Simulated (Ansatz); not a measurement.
# SiH (SMILES [SiH]): levels of theory compared

Wanted: a comparison of 6 runs (UPBE0/3-21G, U-wB97M-V/6-311G**, UPBE0/6-311G**, USVWN5/6-311G**, RPA@PBE/3-21G, UMP2/6-311G**) of SiH. 

The results are computed with Ansatz 0.2.0.

66 further runs of the same task are left out: 2 that didn't finish, 64 set aside as unsound or not needed.

### 1 The molecule

SiH: 2 atoms, total charge 0, spin state doublet. SMILES: `[SiH]`. The H2–Si1 distance was set to 3.791 Å, away from the relaxed value.

### 2 A single-point energy at UPBE0/3-21G (run 1)

job.yaml reads:

```yaml
crystal:
  periodic: [false, false, false]
  atoms:
    - {symbol: Si, position_ang: [0.000000, 0.000000, -2.274840]}
    - {symbol: H, position_ang: [0.000000, 0.000000, 1.516560]}
basis:
  gaussian: {orbitals: 3-21G.json}
magnetization: {spin_polarized: true, initial_magnetization: 1}
hamiltonian: {xc: pbe0}
accuracy: high
```

The basis set 3-21G is read from a file made from the Basis Set Exchange's data (not shown).

On the command line:

```
$ ansatz run job.yaml --threads 1 --pin off --max-ram 2610MiB --events-out events.jsonl --progress --plain --runs-dir runs
```

Output:

```text
Warning: RAYON_NUM_THREADS=1 ignored (pool sized by the plan → 1); use --threads N
Functional definition: PBE0
  name "PBE0"
  parameter a = 0.25
  parameter kappa = 0.804
  parameter beta = 0.06672455060314922
  exchange = (1 - a)*pbe_x(kappa = kappa, mu = beta*pi^2/3) + a*exact_x
  correlation = pbe_c(beta = beta)
273 factors; integrals over basis functions are off by at most 3.3e-9 eV
mean field evaluation 1: about -7837.0639 eV, gradient 1.2e1 eV
mean field evaluation 2: about -7829.1283 eV, gradient 1.7e1 eV
mean field evaluation 4: about -7834.3272 eV, gradient 1.8e1 eV
mean field evaluation 8: about -7841.3108 eV, gradient 4.6e0 eV
mean field evaluation 16: about -7842.6426 eV, gradient 2.6e-8 eV
mean field evaluation 32: about -7842.9981 eV, gradient 1.1e-8 eV
mean field evaluation 64: about -7842.6366 eV, gradient 7.7e-2 eV
mean field -7842.99814077 eV, -288.2248654982 hartree, gradient 8.8e-9 eV, S^2 1.726453; 8 other end points of the search recorded, 0 dependent functions left out
reference -7842.99814249 eV, -288.2248655615 hartree; 8, 7 occupied and 7, 8 virtual orbitals, 273 factors
Total energy: -7842.99814249 eV, -288.2248655615 hartree
```

It took 3 s on 1 thread of Arm Neoverse V2, shared host.

### 3 The energy at U-wB97M-V/6-311G(d,p) (run 2)

input.yaml reads:

```yaml
crystal:
  periodic: [false, false, false]
  atoms:
    - {symbol: Si, position_ang: [0.000000, 0.000000, -2.274840]}
    - {symbol: H, position_ang: [0.000000, 0.000000, 1.516560]}
basis:
  gaussian:
    orbitals: 6-311G_st__st_-spherical.json
accuracy: high
magnetization:
  spin_polarized: true
  initial_magnetization: 1
hamiltonian:
  xc: {name: wB97M-V}
```

The basis set 6-311G** is read from a file made from the Basis Set Exchange's data (not shown).

On the command line:

```
$ ansatz run input.yaml --threads 1 --pin off --max-ram 2610MiB --events-out events.jsonl --progress --plain --runs-dir runs
```

Output, shortened:

```text
Warning: RAYON_NUM_THREADS=1 ignored (pool sized by the plan → 1); use --threads N
Functional definition: wB97M-V
  name "wB97M-V"
[...]
  gx(w, u) = 1 - cx + cx01*u + cx10*w
  gss(w, u) = css00 + css04*u^4 + css10*w + css20*w^2 + css43*w^4*u^3
  gos(w, u) = cos00 + cos10*w + (cos20 + cos21*u)*w^2 + (cos60 + cos61*u)*w^6
[...]
      + integral(e_c_pw_mod_opposite_spin*gos(b97_w_opposite, b97_u_opposite)) + vv10(b, c)
410 factors; integrals over basis functions are off by at most 9.9e-9 eV
145 factors; integrals over basis functions are off by at most 1.9e-9 eV
[...]
mean field -7887.19596502 eV, -289.8491055811 hartree, gradient 4.4e-8 eV, S^2 1.717301; 7 other end points of the search recorded, 0 dependent functions left out
reference -7887.19596819 eV, -289.8491056976 hartree; 8, 7 occupied and 24, 25 virtual orbitals, 410 factors
Total energy: -7887.19596819 eV, -289.8491056976 hartree
```

Run time: 68 s. Hardware: 1 thread of Arm Neoverse V2, shared host; peak memory 0.29 GiB.

Run 3 isn't shown in full; the table further down has it.

### 4 The energy at USVWN5/6-311G(d,p) (run 4)

Changes to input.yaml since step 3:

```diff
@@ -8,3 +8,2 @@
     orbitals: 6-311G_st__st_-spherical.json
-accuracy: high
 magnetization:
@@ -13,2 +12,3 @@
 hamiltonian:
-  xc: {name: wB97M-V}
+  xc: {name: SVWN5}
+accuracy: high
```

The basis set 6-311G** is read from a file made from the Basis Set Exchange's data (not shown).

On the command line:

```
$ ansatz run input.yaml --threads 1 --pin off --max-ram 2610MiB --events-out events.jsonl --progress --plain --runs-dir runs
```

Output:

```text
Warning: RAYON_NUM_THREADS=1 ignored (pool sized by the plan → 1); use --threads N
Functional definition: SVWN5
  name "SVWN5"
  exchange = slater_x
  correlation = vwn5_c
410 factors; integrals over basis functions are off by at most 9.9e-9 eV
mean field evaluation 1: about -7850.6509 eV, gradient 1.3e1 eV
mean field evaluation 2: about -7841.1670 eV, gradient 2.2e1 eV
mean field evaluation 4: about -7850.7387 eV, gradient 1.3e1 eV
mean field evaluation 8: about -7850.7375 eV, gradient 1.3e1 eV
mean field evaluation 16: about -7855.8027 eV, gradient 8.3e-6 eV
mean field evaluation 32: about -7855.7408 eV, gradient 2.6e0 eV
mean field evaluation 64: about -7855.2953 eV, gradient 1.2e-4 eV
mean field evaluation 96: about -7855.3297 eV, gradient 3.3e-2 eV
mean field evaluation 128: about -7855.6867 eV, gradient 6.2e-2 eV
mean field -7855.80267032 eV, -288.6954232799 hartree, gradient 2.1e-8 eV, S^2 1.602658; 13 other end points of the search recorded, 0 dependent functions left out
reference -7855.80267277 eV, -288.6954233702 hartree; 8, 7 occupied and 24, 25 virtual orbitals, 410 factors
Total energy: -7855.80267277 eV, -288.6954233702 hartree
```

Run time: 2.4 s. Hardware: 1 thread of Arm Neoverse V2, shared host.

Run 5 isn't shown in full; the table further down has it.

### 5 The energy at UMP2/6-311G(d,p) (run 6)

molecule.yaml reads:

```yaml
crystal:
  periodic: [false, false, false]
  atoms:
    - {symbol: Si, position_ang: [0.000000, 0.000000, -2.274840]}
    - {symbol: H, position_ang: [0.000000, 0.000000, 1.516560]}
basis:
  gaussian:
    orbitals: 6-311G_st__st_-spherical.json
accuracy: high
correlation:
  method: mp2
  frozen_orbitals: {H: 0, Si: 5}
magnetization:
  spin_polarized: true
  initial_magnetization: 1
total_charge: 0
```

The basis set 6-311G** is read from a file made from the Basis Set Exchange's data (not shown).

On the command line:

```
$ ansatz run molecule.yaml --threads 1 --pin off --max-ram 2610MiB --events-out events.jsonl --progress --plain --runs-dir runs
```

Output, shortened:

```text
Warning: RAYON_NUM_THREADS=1 ignored (pool sized by the plan → 1); use --threads N
Functional definition: HF
  name "HF"
[...]
410 factors; integrals over basis functions are off by at most 9.9e-9 eV
[...]
mean field -7873.62862024 eV, -289.3505148568 hartree, gradient 2.5e-8 eV, S^2 1.742493; 16 other end points of the search recorded, 0 dependent functions left out
5 core orbitals not correlated: weight in the atoms' cores, before any rotation towards them, 1.000 or more for the frozen orbitals, at most 0.000 for the correlated occupied ones
reference -7873.62862024 eV, -289.3505148568 hartree; 3, 2 occupied and 24, 25 virtual orbitals, 410 factors
second order -1.14516977 eV of doubles, -0.00000000 eV of singles
Total energy: -7874.77379001 eV, -289.3925990696 hartree
```

Wall time 0.6 s (1 thread of Arm Neoverse V2, shared host).

### 6 The series

```tsv
run	level	frozen core orbitals	energy (Eh)	⟨S²⟩	wall time
1	UPBE0/3-21G	–	-288.224866	1.726	3 s
2	U-wB97M-V/6-311G**	–	-289.849106	1.717	68 s
3	UPBE0/6-311G**	–	-289.752729	1.723	5.4 s
4	USVWN5/6-311G**	–	-288.695423	1.603	2.4 s
5	RPA@PBE/3-21G	5	-287.903268	1.715	6 s
6	UMP2/6-311G**	5	-289.392599	1.742	0.6 s
```

### 7 Summary of results

```
                                          quantity          value
                               run 6: total energy  -289.39260 Eh
run 6: correlation energy (5 core orbitals frozen)      -42.1 mEh
          run 6: ⟨S²⟩ of the reference determinant          1.742
```

**Reading.** Totals of different functionals can't be ranked against each other. Spin contamination of the reference: run 6 ⟨S²⟩ = 1.74, run 1 ⟨S²⟩ = 1.73, run 3 ⟨S²⟩ = 1.72, run 2 ⟨S²⟩ = 1.72, run 5 ⟨S²⟩ = 1.71, run 4 ⟨S²⟩ = 1.60. Where it is this large, the reference is a mixture of spin states, and values that rest on it are in doubt. All runs together took 86 s, the longest 68 s.
